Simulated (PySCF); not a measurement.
These 2 structures share the formula C3H2ClFO. Theory: PySCF 2.14.0, PBE0-D3(BJ)/def2-SVP geometry optimisation, gas phase. One conformer each; no zero-point energy, no entropy. No frequencies were run at this level. Point groups hold within 0.08 Å.

Question: Order them by energy at this level, lowest first, and give relative energies in kcal/mol.
A. `[O:1]=[C:2]([Cl:3])/[CH:4]=[CH:5]/[F:6]` with O1–C2–C4–C5 0°
B. `[O:1]=[C:2]=[C:3]([Cl:4])[CH2:5][F:6]` with C2–C3–C5–F6 -100°

Answer: A (0.0), B (20.6).

As drawn, the higher has cumulated double bonds, which the lower lacks.

```json
{"SMILES": "O=C(Cl)/C=C/F", "E (Eh)": "-749.94706", "E rel (kcal/mol)": "0.0", "dipole (D)": "2.10", "point group": "Cs", "A, B, C (MHz)": "7767, 1354, 1153"}
{"SMILES": "O=C=C(Cl)CF", "E (Eh)": "-749.91429", "E rel (kcal/mol)": "20.6", "dipole (D)": "1.60", "point group": "C1", "A, B, C (MHz)": "3054, 2434, 1453"}
```
